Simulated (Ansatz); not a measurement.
# BH₃O (singlet): from Hartree-Fock to the top rungs at a displaced geometry (v2), cc-pVDZ

An exercise on one series of results from a longer session: the logs are not shown, and one member is left open.

Program: Ansatz 0.2.0, Gaussian basis. Level of theory: cc-pVDZ, core rule «outside noble gas», up to 2 orbitals frozen. These are calculated values, not measurements.

To be run: UHF; CCSD(T) on RHF; BCCD(T) on RHF; CISD; CCSDT(Q) on RHF.

21 further runs of the same task are left out: 1 for a known fault of the program, 6 that didn't finish, 14 set aside as unsound or not needed.

## The geometry

The geometry is a PBE0/def2-TZVP stationary point (not a proven minimum) with its atoms shifted at random (size 0.100 Å).

5 atoms, charge 0, spin multiplicity 1.

Atoms are counted from 1 here; the program's logs count them from 0.

Bond lengths: B1–O2 1.345 Å, B1–H3 1.185 Å, B1–H4 1.274 Å, O2–H5 0.927 Å. Angles: O2–B1–H3 120.0°, O2–B1–H4 115.7°, H3–B1–H4 123.0°, B1–O2–H5 121.3°.

The first run:

in.yaml

```yaml
crystal:
  periodic: [false, false, false]
  atoms:
    - {symbol: B, position_ang: [0.095229, 0.061438, 0.736231]}
    - {symbol: O, position_ang: [-0.069645, -0.089125, -0.590550]}
    - {symbol: H, position_ang: [0.006976, 1.136526, 1.225799]}
    - {symbol: H, position_ang: [0.090084, -1.014390, 1.419389]}
    - {symbol: H, position_ang: [-0.012975, 0.633601, -1.167858]}
basis:
  gaussian: {orbitals: cc-pVDZ}
magnetization: {spin_polarized: true, initial_magnetization: 0}
hamiltonian: {xc: hf}
output: {orbitals: {seedname: orbitals}}
```

Command:

```
ansatz run in.yaml --threads 1 --pin off --events-out ev --progress --plain --max-ram 2393MiB
```

Steps of the session up to this table: UHF; CCSD(T) on RHF; BCCD(T) on RHF; CISD; CCSDT(Q) on RHF.

One of the session's tables, all rows but one given; the rest of the session is left out.

| method | from RCCSDT(Q) (kJ/mol) |
| --- | --- |
| RHF | +806.8 |
| RMP2 | ? |
| CISD | +74.2 |
| RCCSD | +19.8 |
| RCCSD(T) | +2.9 |
| BCCD(T) | +2.8 |
| RCCSDT | +1.6 |
| RCCSDT(Q) | 0 |

**Question.** Estimate the row for RMP2.

As computed: from RCCSDT(Q) (kJ/mol): +77.3. In the column «from RCCSDT(Q) (kJ/mol)» it lies between CISD (+74.2) and RHF (+806.8).
